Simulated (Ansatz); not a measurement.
# H18HoN6 ([Ho(NH3)6]3+): the cost of one run

The runs use Ansatz 0.2.0, Gaussian basis; the settings change from run to run.

### 1 The geometry

An earlier PBE-D4/def2-SVP relaxation fixed the geometry. Ho takes a core potential in def2 sets; no spin-orbit term is included.

25 atoms, charge 3, spin multiplicity 5.

Atoms are counted from 1 here; the program's logs count them from 0.

Bond lengths: Ho1–N2 2.492 Å, Ho1–N6 2.492 Å, Ho1–N10 2.492 Å, Ho1–N14 2.492 Å, Ho1–N18 2.491 Å, Ho1–N22 2.491 Å, N2–H3 1.038 Å, N2–H4 1.038 Å, N2–H5 1.038 Å, N6–H7 1.038 Å, N6–H8 1.038 Å, N6–H9 1.038 Å, N10–H11 1.038 Å, N10–H12 1.038 Å, N10–H13 1.038 Å, N14–H15 1.038 Å, N14–H16 1.038 Å, N14–H17 1.038 Å and more. Angles: N2–Ho1–N6 179.5°, N2–Ho1–N10 90.0°, N2–Ho1–N14 90.6°, N2–Ho1–N18 89.4°, N2–Ho1–N22 90.1°, N6–Ho1–N10 90.5°, N6–Ho1–N14 88.9°, N6–Ho1–N18 90.5°, N6–Ho1–N22 90.0°, N10–Ho1–N14 179.4°, N10–Ho1–N18 90.0°, N10–Ho1–N22 89.6°, N14–Ho1–N18 90.1°, N14–Ho1–N22 90.3°, N18–Ho1–N22 179.3°, Ho1–N2–H3 115.5°, Ho1–N2–H4 115.5°, Ho1–N2–H5 115.7° and more.

### 2 SVWN5/def2-mTZVPP

Options: density fitting with def2-universal-jkfit.

in.yaml reads:

```yaml
crystal:
  periodic: [false, false, false]
  atoms:
    - {symbol: Ho, position_ang: [0.000590, -0.000102, 0.000231]}
    - {symbol: N, position_ang: [-0.004898, 0.013613, 2.492365]}
    - {symbol: H, position_ang: [0.842543, 0.414411, 2.938960]}
    - {symbol: H, position_ang: [-0.083403, -0.917603, 2.944958]}
    - {symbol: H, position_ang: [-0.773672, 0.550217, 2.938554]}
    - {symbol: N, position_ang: [-0.014983, -0.008957, -2.491429]}
    - {symbol: H, position_ang: [-0.838979, -0.463047, -2.930863]}
    - {symbol: H, position_ang: [0.783027, -0.493355, -2.945948]}
    - {symbol: H, position_ang: [-0.001346, 0.926044, -2.942880]}
    - {symbol: N, position_ang: [2.492482, -0.017854, 0.006273]}
    - {symbol: H, position_ang: [2.945448, 0.915985, -0.024628]}
    - {symbol: H, position_ang: [2.941970, -0.515954, -0.786142]}
    - {symbol: H, position_ang: [2.935403, -0.459858, 0.834955]}
    - {symbol: N, position_ang: [-2.491125, 0.013499, -0.030486]}
    - {symbol: H, position_ang: [-2.927047, 0.576133, -0.786581]}
    - {symbol: H, position_ang: [-2.950698, 0.382962, 0.824115]}
    - {symbol: H, position_ang: [-2.940781, -0.915085, -0.147801]}
    - {symbol: N, position_ang: [0.017971, 2.490660, 0.012171]}
    - {symbol: H, position_ang: [0.306406, 2.929035, 0.908193]}
    - {symbol: H, position_ang: [-0.895926, 2.944381, -0.180524]}
    - {symbol: H, position_ang: [0.648453, 2.943067, -0.677757]}
    - {symbol: N, position_ang: [0.000910, -2.490944, 0.011006]}
    - {symbol: H, position_ang: [-0.210185, -2.940197, -0.901038]}
    - {symbol: H, position_ang: [-0.681079, -2.941171, 0.651658]}
    - {symbol: H, position_ang: [0.898960, -2.935911, 0.282648]}
basis:
  gaussian: {orbitals: def2-mTZVPP, fitting: {mean_field: def2-universal-jkfit}}
total_charge: 3
magnetization: {spin_polarized: true, initial_magnetization: 4}
hamiltonian: {xc: {name: SVWN5}}
scf: {omitted_lower_state_checks: [starts]}
output: {forces: true}
```

Command:

```console
ansatz run in.yaml --threads 4 --pin off --events-out ev --progress --plain --max-ram 6963MiB
```

Q: Estimate wall time and peak memory on 4 threads of Arm Neoverse V2, shared host.

About 19 s, with a peak of 0.78 GiB.
